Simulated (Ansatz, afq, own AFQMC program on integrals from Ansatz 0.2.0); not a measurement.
SiC, singlet in 6-31G, levels against full CI

```json
{"atom": "Si", "x (Å)": "0.0000", "y (Å)": "0.0000", "z (Å)": "0.0000"}
{"atom": "C", "x (Å)": "0.0000", "y (Å)": "0.0000", "z (Å)": "1.3270"}
```

Basis 6-31G. Noble-gas cores (and the filled d shells of Ga–Kr and In–Xe) are frozen. Ansatz 0.2.0 and our own AFQMC program on the same integrals; the CISD trial comes from CCSD amplitudes, and released means the phaseless constraint is let go. Uncertainties: one standard error, sampling alone.

Determinant: RHF, the one that the program's search chose, which needn't be the lowest solution. The geometry is a point of a scan.

Full CI on the same integrals is exact in this basis and with this determinant's frozen core.

Cautions: restricted determinant unstable towards unrestricted (UHF 1.28 eV lower, ⟨S²⟩ 1.49); strong correlation (T1 0.108, weight of the determinant 0.71, largest double 0.23); (T) is large, 9 % of the CCSD correlation; the released energies are still falling, so no released level is given (meV from the phaseless value at times in 1/Eh: -15 ± 4 at 0.24, -32 ± 4 at 0.51, -50 ± 3 at 0.99, -64 ± 4 at 1.62, -22 ± 53 at 2.40).

The T1 diagnostic is 0.1078, the weight of the determinant in the CISD state is 0.707 and the size of the correlated space is 8 electrons in 16 orbitals.

Reference: full CI, correlation energy -5.255 eV. The cautions show a poor starting determinant, so the rows tell how each method copes with it here, and full CI is the sure value.

| level | E − E(reference) (mEh) | share of correlation (%) |
| --- | --- | --- |
| HF | 193.11 | 0.00 |
| MP2 | 49.08 | 74.58 |
| CCSD | 15.20 | 92.13 |
| CCSD(T) | -0.15 | 100.08 |
| CCSDT | 1.74 | 99.10 |
| CCSDT(Q) | -0.60 | 100.31 |
| CCSDTQ | 0.29 | 99.85 |
| ph-AFQMC/CISD | 4.50 ± 0.17 | 97.67 |

CCSDT and higher add their correlation energy to the determinant of the CCSD(T) run, since their own runs factorise the integrals more tightly (a shift of under 2 meV). A walk keeps the symmetry of its determinant, which the program's search chose and which needn't be the lowest solution, so a lower state of the same spin and another symmetry isn't excluded.
